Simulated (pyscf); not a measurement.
## Routes from `[CH3][Zn][NH2]` + `[NH3]`

Candidate steps break at most two bonds and form at most two. Each was searched with GFN2-xTB (tblite) first. Optimised with ωB97X-D3(BJ)/def2-SVP in PySCF. Energies: ωB97M-D3(BJ)/def2-TZVP, kcal/mol, from the separated reactants, singlet surface; ΔG‡ with ideal gas, 1 atm, RRHO with modes under 100 cm⁻¹ raised to 100, one conformer, R ln 2 for chiral ones without a mode under 150 cm⁻¹.

```csv
products,type,ΔE‡,ΔE,ΔG‡ 298 K,ΔG‡ 900 K,ν‡ (cm⁻¹)
H₃C–Zn–NH₂ + NH₃,four-centre exchange,4.7,0.0,14.2,36.4,1280i
CH₄ + H₂N–Zn–NH₂,four-centre exchange,28.7,-7.4,36.5,56.6,1570i
```

Row 1: On the reactant side the descent ends in an adduct with a N–Zn contact, 10.3 kcal/mol under the separated species and 14.0 kcal/mol under the saddle at ωB97X-D3(BJ)/def2-TZVP. On the product side the descent ends in an adduct with a N–Zn contact, 10.5 kcal/mol under the separated species and 14.2 kcal/mol under the saddle at ωB97X-D3(BJ)/def2-TZVP. Row 2: On the reactant side the descent ends in an adduct with a N–Zn contact (not fully relaxed), 11.7 kcal/mol under the separated species and 39.5 kcal/mol under the saddle at ωB97X-D3(BJ)/def2-TZVP. 

Plain bond fissions and candidates not yet searched are not listed, and one of them may be faster. Each barrier is that of the saddle found; lower ones may exist. Elements up to Kr have no core potential and no relativistic terms here.
